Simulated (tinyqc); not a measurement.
Inside a calculation (part 1 of 2). Method: UHF in the sto-3g basis, for H2O, spin multiplicity 1. Computed by tinyqc, a small Python program that keeps every step (integrals from PySCF). Settings: charge = 0, multiplicity = 1, basis = sto-3g, energy threshold = 1e-10, iteration cap = 65, orthogonalisation = canonical, start = core, DIIS depth = 3, shift = 0.2, method = UHF, break = 0.2. Command: `OMP_NUM_THREADS=1 python tinyqc.py 23287 23288 out.jsonl` (the two numbers bound the seeds that draw the settings). One thread of a shared host (Intel(R) Xeon(R) Processor @ 2.60GHz), about 0.1 s of CPU time with the checks. Later iterations appear only in the table of the cycle.

## One-electron integrals

Geometry (angstrom):
```
atom,x,y,z
O,0.000000,0.000000,0.000000
H,0.000000,0.710000,0.547000
H,0.000000,-0.710000,0.547000
```

Basis sto-3g: exponents (1/bohr^2) and contraction coefficients of normalised primitives:
```
element,l (shell),exponent,coefficient
O,s (1),130.709320,0.154329
O,s (1),23.808861,0.535328
O,s (1),6.443608,0.444635
O,s (2),5.033151,-0.099967
O,s (2),1.169596,0.399513
O,s (2),0.380389,0.700115
O,p (3),5.033151,0.155916
O,p (3),1.169596,0.607684
O,p (3),0.380389,0.391957
H,s (1),3.425251,0.154329
H,s (1),0.623914,0.535328
H,s (1),0.168855,0.444635
```

Overlap, kinetic and nuclear-attraction integrals over the contracted functions; the nuclear repulsion is the sum of Za Zb / Rab.

nuclear repulsion = 9.81935295 hartree

overlap S:
```
,1O 1s,1O 2s,1O 2px,1O 2py,1O 2pz,2H 1s,3H 1s
1O 1s,1.000000,0.236704,0.000000,0.000000,0.000000,0.062326,0.062326
1O 2s,0.236704,1.000000,0.000000,0.000000,0.000000,0.515586,0.515586
1O 2px,0.000000,0.000000,1.000000,0.000000,0.000000,0.000000,0.000000
1O 2py,0.000000,0.000000,0.000000,1.000000,0.000000,0.327709,-0.327709
1O 2pz,0.000000,0.000000,0.000000,0.000000,1.000000,0.252474,0.252474
2H 1s,0.062326,0.515586,0.000000,0.327709,0.252474,1.000000,0.287567
3H 1s,0.062326,0.515586,0.000000,-0.327709,0.252474,0.287567,1.000000
```

kinetic energy T (hartree):
```
,1O 1s,1O 2s,1O 2px,1O 2py,1O 2pz,2H 1s,3H 1s
1O 1s,29.003200,-0.168011,0.000000,0.000000,0.000000,0.002583,0.002583
1O 2s,-0.168011,0.808128,0.000000,0.000000,0.000000,0.159989,0.159989
1O 2px,0.000000,0.000000,2.528731,0.000000,0.000000,0.000000,0.000000
1O 2py,0.000000,0.000000,0.000000,2.528731,0.000000,0.263982,-0.263982
1O 2pz,0.000000,0.000000,0.000000,0.000000,2.528731,0.203377,0.203377
2H 1s,0.002583,0.159989,0.000000,0.263982,0.203377,0.760032,0.017447
3H 1s,0.002583,0.159989,0.000000,-0.263982,0.203377,0.017447,0.760032
```

nuclear attraction V (hartree):
```
,1O 1s,1O 2s,1O 2px,1O 2py,1O 2pz,2H 1s,3H 1s
1O 1s,-61.799292,-7.462588,0.000000,0.000000,-0.021612,-2.026903,-2.026903
1O 2s,-7.462588,-10.209963,0.000000,0.000000,-0.247616,-4.309355,-4.309355
1O 2px,0.000000,0.000000,-10.040927,0.000000,0.000000,0.000000,0.000000
1O 2py,0.000000,0.000000,0.000000,-10.221684,0.000000,-2.445362,2.445362
1O 2pz,-0.021612,-0.247616,0.000000,0.000000,-10.148215,-1.971077,-1.971077
2H 1s,-2.026903,-4.309355,0.000000,-2.445362,-1.971077,-6.102424,-1.923855
3H 1s,-2.026903,-4.309355,0.000000,2.445362,-1.971077,-1.923855,-6.102424
```

core Hamiltonian H = T + V (hartree):
```
,1O 1s,1O 2s,1O 2px,1O 2py,1O 2pz,2H 1s,3H 1s
1O 1s,-32.796092,-7.630599,0.000000,0.000000,-0.021612,-2.024320,-2.024320
1O 2s,-7.630599,-9.401835,0.000000,0.000000,-0.247616,-4.149366,-4.149366
1O 2px,0.000000,0.000000,-7.512195,0.000000,0.000000,0.000000,0.000000
1O 2py,0.000000,0.000000,0.000000,-7.692953,0.000000,-2.181381,2.181381
1O 2pz,-0.021612,-0.247616,0.000000,0.000000,-7.619484,-1.767699,-1.767699
2H 1s,-2.024320,-4.149366,0.000000,-2.181381,-1.767699,-5.342392,-1.906408
3H 1s,-2.024320,-4.149366,0.000000,2.181381,-1.767699,-1.906408,-5.342392
```

## Two-electron integrals

Functions are numbered as in S; the eight-fold symmetry (ij|kl) = (ji|kl) = (kl|ij) leaves the list below.

Two-electron integrals (ij|kl) in chemists' order, unique and non-zero (hartree):
```
i,j,k,l,(ij|kl)
1,1,1,1,4.785065
2,1,1,1,0.741380
2,1,2,1,0.136873
2,2,1,1,1.118947
2,2,2,1,0.256633
2,2,2,2,0.817206
3,1,3,1,0.024477
3,2,3,1,0.037809
3,2,3,2,0.180518
3,3,1,1,1.115814
3,3,2,1,0.256684
3,3,2,2,0.817023
3,3,3,3,0.880159
4,1,4,1,0.024477
4,2,4,1,0.037809
4,2,4,2,0.180518
4,3,4,3,0.047444
4,4,1,1,1.115814
4,4,2,1,0.256684
4,4,2,2,0.817023
4,4,3,3,0.785270
4,4,4,4,0.880159
5,1,5,1,0.024477
5,2,5,1,0.037809
5,2,5,2,0.180518
5,3,5,3,0.047444
5,4,5,4,0.047444
5,5,1,1,1.115814
5,5,2,1,0.256684
5,5,2,2,0.817023
5,5,3,3,0.785270
5,5,4,4,0.785270
5,5,5,5,0.880159
6,1,1,1,0.198742
6,1,2,1,0.036343
6,1,2,2,0.067577
6,1,3,3,0.067452
6,1,4,1,0.001309
6,1,4,2,0.002438
6,1,4,4,0.067692
6,1,5,1,0.001009
6,1,5,2,0.001878
6,1,5,4,0.000184
6,1,5,5,0.067594
6,1,6,1,0.009773
6,2,1,1,0.447680
6,2,2,1,0.103805
6,2,2,2,0.361821
6,2,3,3,0.355998
6,2,4,1,0.006100
6,2,4,2,0.045118
6,2,4,4,0.366753
6,2,5,1,0.004699
6,2,5,2,0.034760
6,2,5,4,0.008286
6,2,5,5,0.362382
6,2,6,1,0.028018
6,2,6,2,0.192585
6,3,3,1,0.011288
6,3,3,2,0.064135
6,3,4,3,0.009552
6,3,5,3,0.007359
6,3,6,3,0.028628
6,4,1,1,0.242919
6,4,2,1,0.057100
6,4,2,2,0.212653
6,4,3,3,0.202843
6,4,4,1,0.014262
6,4,4,2,0.089561
6,4,4,4,0.228283
6,4,5,1,0.002292
6,4,5,2,0.019589
6,4,5,4,0.012240
6,4,5,5,0.206603
6,4,6,1,0.016145
6,4,6,2,0.137507
6,4,6,4,0.125800
6,5,1,1,0.187150
6,5,2,1,0.043991
6,5,2,2,0.163833
6,5,3,3,0.156275
6,5,4,1,0.002292
6,5,4,2,0.019589
6,5,4,4,0.161155
6,5,5,1,0.013053
6,5,5,2,0.079227
6,5,5,4,0.013312
6,5,5,5,0.173890
6,5,6,1,0.012439
6,5,6,2,0.105939
6,5,6,4,0.074863
6,5,6,5,0.086304
6,6,1,1,0.562149
6,6,2,1,0.132453
6,6,2,2,0.525654
6,6,3,3,0.504242
6,6,4,1,0.010782
6,6,4,2,0.106920
6,6,4,4,0.544166
6,6,5,1,0.008307
6,6,5,2,0.082373
6,6,5,4,0.030758
6,6,5,5,0.527939
6,6,6,1,0.036133
6,6,6,2,0.340340
6,6,6,4,0.277931
6,6,6,5,0.214124
6,6,6,6,0.774606
7,1,1,1,0.198742
7,1,2,1,0.036343
7,1,2,2,0.067577
7,1,3,3,0.067452
7,1,4,1,-0.001309
7,1,4,2,-0.002438
7,1,4,4,0.067692
7,1,5,1,0.001009
7,1,5,2,0.001878
7,1,5,4,-0.000184
7,1,5,5,0.067594
7,1,6,1,0.009625
7,1,6,2,0.027157
7,1,6,4,0.014203
7,1,6,5,0.012060
7,1,6,6,0.034548
7,1,7,1,0.009773
7,2,1,1,0.447680
7,2,2,1,0.103805
7,2,2,2,0.361821
7,2,3,3,0.355998
7,2,4,1,-0.006100
7,2,4,2,-0.045118
7,2,4,4,0.366753
7,2,5,1,0.004699
7,2,5,2,0.034760
7,2,5,4,-0.008286
7,2,5,5,0.362382
7,2,6,1,0.027157
7,2,6,2,0.159491
7,2,6,4,0.077750
7,2,6,5,0.085382
7,2,6,6,0.235849
7,2,7,1,0.028018
7,2,7,2,0.192585
7,3,3,1,0.011288
7,3,3,2,0.064135
7,3,4,3,-0.009552
7,3,5,3,0.007359
7,3,6,3,0.023031
7,3,7,3,0.028628
7,4,1,1,-0.242919
7,4,2,1,-0.057100
7,4,2,2,-0.212653
7,4,3,3,-0.202843
7,4,4,1,0.014262
7,4,4,2,0.089561
7,4,4,4,-0.228283
7,4,5,1,-0.002292
7,4,5,2,-0.019589
7,4,5,4,0.012240
7,4,5,5,-0.206603
7,4,6,1,-0.014203
7,4,6,2,-0.077750
7,4,6,4,-0.015182
7,4,6,5,-0.040585
7,4,6,6,-0.099336
7,4,7,1,-0.016145
7,4,7,2,-0.137507
7,4,7,4,0.125800
7,5,1,1,0.187150
7,5,2,1,0.043991
7,5,2,2,0.163833
7,5,3,3,0.156275
7,5,4,1,-0.002292
7,5,4,2,-0.019589
7,5,4,4,0.161155
7,5,5,1,0.013053
7,5,5,2,0.079227
7,5,5,4,-0.013312
7,5,5,5,0.173890
7,5,6,1,0.012060
7,5,6,2,0.085382
7,5,6,4,0.040585
7,5,6,5,0.068045
7,5,6,6,0.139066
7,5,7,1,0.012439
7,5,7,2,0.105939
7,5,7,4,-0.074863
7,5,7,5,0.086304
7,6,1,1,0.191457
7,6,2,1,0.044759
7,6,2,2,0.167879
7,6,3,3,0.164149
7,6,4,4,0.167406
7,6,5,1,0.003264
7,6,5,2,0.028056
7,6,5,5,0.171907
7,6,6,1,0.011960
7,6,6,2,0.087953
7,6,6,4,0.053841
7,6,6,5,0.054396
7,6,6,6,0.157782
7,6,7,1,0.011960
7,6,7,2,0.087953
7,6,7,4,-0.053841
7,6,7,5,0.054396
7,6,7,6,0.047792
7,7,1,1,0.562149
7,7,2,1,0.132453
7,7,2,2,0.525654
7,7,3,3,0.504242
7,7,4,1,-0.010782
7,7,4,2,-0.106920
7,7,4,4,0.544166
7,7,5,1,0.008307
7,7,5,2,0.082373
7,7,5,4,-0.030758
7,7,5,5,0.527939
7,7,6,1,0.034548
7,7,6,2,0.235849
7,7,6,4,0.099336
7,7,6,5,0.139066
7,7,6,6,0.363040
7,7,7,1,0.036133
7,7,7,2,0.340340
7,7,7,4,-0.277931
7,7,7,5,0.214124
7,7,7,6,0.157782
7,7,7,7,0.774606
```

## Orthogonalisation

S = U s U^T; canonical form X = U s^(-1/2), so that X^T S X = 1. Each column of U has its largest component positive (the first on a tie).

eigenvalues of S: 0.302094  0.370974  0.886194  1.000000  1.089018  1.341459  2.010262

X:
```
,1,2,3,4,5,6,7
1O 1s,-0.290214,0.000000,0.769155,0.000000,-0.613400,0.000000,0.141994
1O 2s,1.275039,0.000000,-0.293911,0.000000,-0.291577,0.000000,0.411100
1O 2px,0.000000,0.000000,0.000000,1.000000,0.000000,0.000000,0.000000
1O 2py,0.000000,0.973874,0.000000,0.000000,0.000000,0.695106,0.000000
1O 2pz,0.576167,0.000000,0.639450,0.000000,0.655927,0.000000,0.185018
2H 1s,-0.796340,-0.934659,-0.144121,0.000000,0.115634,0.362136,0.370169
3H 1s,-0.796340,0.934659,-0.144121,0.000000,0.115634,-0.362136,0.370169
```

## Starting guess

The start is the orbitals of the core Hamiltonian, with HOMO and LUMO mixed by +/-0.2 rad for the two spins; D(s) = C_occ C_occ^T for each spin.

D(alpha) at the start:
```
,1O 1s,1O 2s,1O 2px,1O 2py,1O 2pz,2H 1s,3H 1s
1O 1s,1.068514,-0.314562,0.000000,0.000000,-0.032808,0.048629,0.048629
1O 2s,-0.314562,1.439951,0.000000,0.000000,0.210130,-0.222063,-0.222063
1O 2px,0.000000,0.000000,0.960530,-0.086599,0.000000,0.191263,-0.191263
1O 2py,0.000000,0.000000,-0.086599,1.241597,0.000000,-0.238869,0.238869
1O 2pz,-0.032808,0.210130,0.000000,0.000000,1.112202,-0.140552,-0.140552
2H 1s,0.048629,-0.222063,0.191263,-0.238869,-0.140552,0.122957,-0.032834
3H 1s,0.048629,-0.222063,-0.191263,0.238869,-0.140552,-0.032834,0.122957
```

D(beta) at the start:
```
,1O 1s,1O 2s,1O 2px,1O 2py,1O 2pz,2H 1s,3H 1s
1O 1s,1.068514,-0.314562,0.000000,0.000000,-0.032808,0.048629,0.048629
1O 2s,-0.314562,1.439951,0.000000,0.000000,0.210130,-0.222063,-0.222063
1O 2px,0.000000,0.000000,0.960530,0.086599,0.000000,-0.191263,0.191263
1O 2py,0.000000,0.000000,0.086599,1.241597,0.000000,-0.238869,0.238869
1O 2pz,-0.032808,0.210130,0.000000,0.000000,1.112202,-0.140552,-0.140552
2H 1s,0.048629,-0.222063,-0.191263,-0.238869,-0.140552,0.122957,-0.032834
3H 1s,0.048629,-0.222063,0.191263,0.238869,-0.140552,-0.032834,0.122957
```

## Iteration 1: building the Fock matrix

J_ij = sum D_kl (ij|kl) with D = D(alpha) + D(beta), K_ij = sum D_kl (ik|jl) for each spin; F = H + J - K(s); E = tr D H + tr D J / 2 - 0.5 sum_s tr D(s) K(s) + E_nn.

Coulomb J (hartree):
```
,1O 1s,1O 2s,1O 2px,1O 2py,1O 2pz,2H 1s,3H 1s
1O 1s,18.770493,3.583094,0.000000,0.000000,0.005211,0.950881,0.950881
1O 2s,3.583094,8.866960,0.000000,0.000000,-0.003942,3.812304,3.812304
1O 2px,0.000000,0.000000,8.858982,0.000000,0.000000,0.000000,0.000000
1O 2py,0.000000,0.000000,0.000000,8.858415,0.000000,2.192770,-2.192770
1O 2pz,0.005211,-0.003942,0.000000,0.000000,8.860124,1.685941,1.685941
2H 1s,0.950881,3.812304,0.000000,2.192770,1.685941,5.312898,1.728569
3H 1s,0.950881,3.812304,0.000000,-2.192770,1.685941,1.728569,5.312898
```

exchange K(alpha) (hartree):
```
,1O 1s,1O 2s,1O 2px,1O 2py,1O 2pz,2H 1s,3H 1s
1O 1s,4.931038,0.862131,0.000000,0.000000,0.000813,0.238967,0.238967
1O 2s,0.862131,1.432869,0.000000,0.000000,-0.000523,0.545986,0.545986
1O 2px,0.000000,0.000000,1.156891,0.009134,0.000000,0.047725,-0.047725
1O 2py,0.000000,0.000000,0.009134,1.183603,0.000000,0.236714,-0.236714
1O 2pz,0.000813,-0.000523,0.000000,0.000000,1.184137,0.180694,0.180694
2H 1s,0.238967,0.545986,0.047725,0.236714,0.180694,0.316194,0.190279
3H 1s,0.238967,0.545986,-0.047725,-0.236714,0.180694,0.190279,0.316194
```

exchange K(beta) (hartree):
```
,1O 1s,1O 2s,1O 2px,1O 2py,1O 2pz,2H 1s,3H 1s
1O 1s,4.931038,0.862131,0.000000,0.000000,0.000813,0.238967,0.238967
1O 2s,0.862131,1.432869,0.000000,0.000000,-0.000523,0.545986,0.545986
1O 2px,0.000000,0.000000,1.156891,-0.009134,0.000000,-0.047725,0.047725
1O 2py,0.000000,0.000000,-0.009134,1.183603,0.000000,0.236714,-0.236714
1O 2pz,0.000813,-0.000523,0.000000,0.000000,1.184137,0.180694,0.180694
2H 1s,0.238967,0.545986,-0.047725,0.236714,0.180694,0.316194,0.190279
3H 1s,0.238967,0.545986,0.047725,-0.236714,0.180694,0.190279,0.316194
```

F(alpha) (hartree):
```
,1O 1s,1O 2s,1O 2px,1O 2py,1O 2pz,2H 1s,3H 1s
1O 1s,-18.956637,-4.909636,0.000000,0.000000,-0.017214,-1.312406,-1.312406
1O 2s,-4.909636,-1.967744,0.000000,0.000000,-0.251035,-0.883048,-0.883048
1O 2px,0.000000,0.000000,0.189896,-0.009134,0.000000,-0.047725,0.047725
1O 2py,0.000000,0.000000,-0.009134,-0.018140,0.000000,-0.225324,0.225324
1O 2pz,-0.017214,-0.251035,0.000000,0.000000,0.056502,-0.262453,-0.262453
2H 1s,-1.312406,-0.883048,-0.047725,-0.225324,-0.262453,-0.345688,-0.368118
3H 1s,-1.312406,-0.883048,0.047725,0.225324,-0.262453,-0.368118,-0.345688
```

F(beta) (hartree):
```
,1O 1s,1O 2s,1O 2px,1O 2py,1O 2pz,2H 1s,3H 1s
1O 1s,-18.956637,-4.909636,0.000000,0.000000,-0.017214,-1.312406,-1.312406
1O 2s,-4.909636,-1.967744,0.000000,0.000000,-0.251035,-0.883048,-0.883048
1O 2px,0.000000,0.000000,0.189896,0.009134,0.000000,0.047725,-0.047725
1O 2py,0.000000,0.000000,0.009134,-0.018140,0.000000,-0.225324,0.225324
1O 2pz,-0.017214,-0.251035,0.000000,0.000000,0.056502,-0.262453,-0.262453
2H 1s,-1.312406,-0.883048,0.047725,-0.225324,-0.262453,-0.345688,-0.368118
3H 1s,-1.312406,-0.883048,-0.047725,0.225324,-0.262453,-0.368118,-0.345688
```

total energy of this density = -73.20981066 hartree

## Iteration 1: diagonalisation and new density

A level shift of 0.2 hartree raises the virtual space: F + shift (S - S D(s) S), with D(s) the density of one spin. Diagonalise F' = X^T F X, C = X C', fill 5 alpha and 5 beta electrons from the bottom; D(s) = C_occ C_occ^T. Each column has its largest component positive (the first on a tie).

F' = X^T F X (alpha) (hartree):
```
,1,2,3,4,5,6,7
1,0.557833,0.000000,1.170599,0.000000,-0.878518,0.000000,-0.048118
2,0.000000,0.978540,0.000000,0.113101,0.000000,0.019104,0.000000
3,1.170599,0.000000,-8.559562,0.000000,8.656611,0.000000,-3.680600
4,0.000000,0.113101,0.000000,0.197790,0.000000,-0.061930,0.000000
5,-0.878518,0.000000,8.656611,0.000000,-8.521886,0.000000,3.764149
6,0.000000,0.019104,0.000000,-0.061930,0.000000,-0.173810,0.000000
7,-0.048118,0.000000,-3.680600,0.000000,3.764149,0.000000,-2.333562
```

orbital energies (alpha) (hartree): MO1 -18.968517, MO2 -0.833659, MO3 -0.185066, MO4 0.089666, MO5 0.192902, MO6 0.855333, MO7 0.994683

coefficients C (alpha):
```
,MO1,MO2,MO3,MO4,MO5,MO6,MO7
1O 1s,0.992902,-0.235291,0.000000,0.114161,0.000000,-0.134149,0.000000
1O 2s,0.032712,0.835985,0.000000,-0.554422,0.000000,0.979185,0.000000
1O 2px,0.000000,0.000000,0.168975,0.000000,0.975649,0.000000,0.139845
1O 2py,0.000000,0.000000,0.652991,0.000000,-0.252181,0.000000,0.970367
1O 2pz,0.005026,0.235089,0.000000,0.812545,0.000000,0.699867,0.000000
2H 1s,-0.007751,0.127166,0.387200,0.206881,0.065132,-0.863883,-0.922260
3H 1s,-0.007751,0.127166,-0.387200,0.206881,-0.065132,-0.863883,0.922260
```

F' = X^T F X (beta) (hartree):
```
,1,2,3,4,5,6,7
1,0.557833,0.000000,1.170599,0.000000,-0.878518,0.000000,-0.048118
2,0.000000,0.978540,0.000000,-0.113101,0.000000,0.019104,0.000000
3,1.170599,0.000000,-8.559562,0.000000,8.656611,0.000000,-3.680600
4,0.000000,-0.113101,0.000000,0.197790,0.000000,0.061930,0.000000
5,-0.878518,0.000000,8.656611,0.000000,-8.521886,0.000000,3.764149
6,0.000000,0.019104,0.000000,0.061930,0.000000,-0.173810,0.000000
7,-0.048118,0.000000,-3.680600,0.000000,3.764149,0.000000,-2.333562
```

orbital energies (beta) (hartree): MO1 -18.968517, MO2 -0.833659, MO3 -0.185066, MO4 0.089666, MO5 0.192902, MO6 0.855333, MO7 0.994683

coefficients C (beta):
```
,MO1,MO2,MO3,MO4,MO5,MO6,MO7
1O 1s,0.992902,-0.235291,0.000000,0.114161,0.000000,-0.134149,0.000000
1O 2s,0.032712,0.835985,0.000000,-0.554422,0.000000,0.979185,0.000000
1O 2px,0.000000,0.000000,-0.168975,0.000000,0.975649,0.000000,-0.139845
1O 2py,0.000000,0.000000,0.652991,0.000000,0.252181,0.000000,0.970367
1O 2pz,0.005026,0.235089,0.000000,0.812545,0.000000,0.699867,0.000000
2H 1s,-0.007751,0.127166,0.387200,0.206881,-0.065132,-0.863883,-0.922260
3H 1s,-0.007751,0.127166,-0.387200,0.206881,0.065132,-0.863883,0.922260
```

D(alpha) after iteration 1:
```
,1O 1s,1O 2s,1O 2px,1O 2py,1O 2pz,2H 1s,3H 1s
1O 1s,1.054249,-0.227514,0.000000,0.000000,0.042438,-0.014000,-0.014000
1O 2s,-0.227514,1.007325,0.000000,0.000000,-0.253798,-0.008644,-0.008644
1O 2px,0.000000,0.000000,0.980443,-0.135701,0.000000,0.128973,-0.128973
1O 2py,0.000000,0.000000,-0.135701,0.489992,0.000000,0.236413,-0.236413
1O 2pz,0.042438,-0.253798,0.000000,0.000000,0.715522,0.197956,0.197956
2H 1s,-0.014000,-0.008644,0.128973,0.236413,0.197956,0.213197,-0.095135
3H 1s,-0.014000,-0.008644,-0.128973,-0.236413,0.197956,-0.095135,0.213197
```

D(beta) after iteration 1:
```
,1O 1s,1O 2s,1O 2px,1O 2py,1O 2pz,2H 1s,3H 1s
1O 1s,1.054249,-0.227514,0.000000,0.000000,0.042438,-0.014000,-0.014000
1O 2s,-0.227514,1.007325,0.000000,0.000000,-0.253798,-0.008644,-0.008644
1O 2px,0.000000,0.000000,0.980443,0.135701,0.000000,-0.128973,0.128973
1O 2py,0.000000,0.000000,0.135701,0.489992,0.000000,0.236413,-0.236413
1O 2pz,0.042438,-0.253798,0.000000,0.000000,0.715522,0.197956,0.197956
2H 1s,-0.014000,-0.008644,-0.128973,0.236413,0.197956,0.213197,-0.095135
3H 1s,-0.014000,-0.008644,0.128973,-0.236413,0.197956,-0.095135,0.213197
```

## Iteration 2: building the Fock matrix

As before.

Coulomb J (hartree):
```
,1O 1s,1O 2s,1O 2px,1O 2py,1O 2pz,2H 1s,3H 1s
1O 1s,17.656272,3.340197,0.000000,0.000000,-0.003818,0.886404,0.886404
1O 2s,3.340197,8.357528,0.000000,0.000000,0.042629,3.671986,3.671986
1O 2px,0.000000,0.000000,8.350809,0.000000,0.000000,0.000000,0.000000
1O 2py,0.000000,0.000000,0.000000,8.345609,0.000000,2.142246,-2.142246
1O 2pz,-0.003818,0.042629,0.000000,0.000000,8.352338,1.672939,1.672939
2H 1s,0.886404,3.671986,0.000000,2.142246,1.672939,5.356675,1.702101
3H 1s,0.886404,3.671986,0.000000,-2.142246,1.672939,1.702101,5.356675
```

exchange K(alpha) (hartree):
```
,1O 1s,1O 2s,1O 2px,1O 2py,1O 2pz,2H 1s,3H 1s
1O 1s,4.890674,0.833950,0.000000,0.000000,0.003697,0.230137,0.230137
1O 2s,0.833950,1.348959,0.000000,0.000000,-0.028529,0.626144,0.626144
1O 2px,0.000000,0.000000,1.130419,-0.058213,0.000000,0.015763,-0.015763
1O 2py,0.000000,0.000000,-0.058213,0.980378,0.000000,0.354424,-0.354424
1O 2pz,0.003697,-0.028529,0.000000,0.000000,1.060641,0.283757,0.283757
2H 1s,0.230137,0.626144,0.015763,0.354424,0.283757,0.639119,0.256338
3H 1s,0.230137,0.626144,-0.015763,-0.354424,0.283757,0.256338,0.639119
```

exchange K(beta) (hartree):
```
,1O 1s,1O 2s,1O 2px,1O 2py,1O 2pz,2H 1s,3H 1s
1O 1s,4.890674,0.833950,0.000000,0.000000,0.003697,0.230137,0.230137
1O 2s,0.833950,1.348959,0.000000,0.000000,-0.028529,0.626144,0.626144
1O 2px,0.000000,0.000000,1.130419,0.058213,0.000000,-0.015763,0.015763
1O 2py,0.000000,0.000000,0.058213,0.980378,0.000000,0.354424,-0.354424
1O 2pz,0.003697,-0.028529,0.000000,0.000000,1.060641,0.283757,0.283757
2H 1s,0.230137,0.626144,-0.015763,0.354424,0.283757,0.639119,0.256338
3H 1s,0.230137,0.626144,0.015763,-0.354424,0.283757,0.256338,0.639119
```

F(alpha) (hartree):
```
,1O 1s,1O 2s,1O 2px,1O 2py,1O 2pz,2H 1s,3H 1s
1O 1s,-20.030493,-5.124352,0.000000,0.000000,-0.029127,-1.368053,-1.368053
1O 2s,-5.124352,-2.393267,0.000000,0.000000,-0.176457,-1.103525,-1.103525
1O 2px,0.000000,0.000000,-0.291805,0.058213,0.000000,-0.015763,0.015763
1O 2py,0.000000,0.000000,0.058213,-0.327722,0.000000,-0.393558,0.393558
1O 2pz,-0.029127,-0.176457,0.000000,0.000000,-0.327787,-0.378518,-0.378518
2H 1s,-1.368053,-1.103525,-0.015763,-0.393558,-0.378518,-0.624835,-0.460645
3H 1s,-1.368053,-1.103525,0.015763,0.393558,-0.378518,-0.460645,-0.624835
```

F(beta) (hartree):
```
,1O 1s,1O 2s,1O 2px,1O 2py,1O 2pz,2H 1s,3H 1s
1O 1s,-20.030493,-5.124352,0.000000,0.000000,-0.029127,-1.368053,-1.368053
1O 2s,-5.124352,-2.393267,0.000000,0.000000,-0.176457,-1.103525,-1.103525
1O 2px,0.000000,0.000000,-0.291805,-0.058213,0.000000,0.015763,-0.015763
1O 2py,0.000000,0.000000,-0.058213,-0.327722,0.000000,-0.393558,0.393558
1O 2pz,-0.029127,-0.176457,0.000000,0.000000,-0.327787,-0.378518,-0.378518
2H 1s,-1.368053,-1.103525,0.015763,-0.393558,-0.378518,-0.624835,-0.460645
3H 1s,-1.368053,-1.103525,-0.015763,0.393558,-0.378518,-0.460645,-0.624835
```

total energy of this density = -74.88840892 hartree
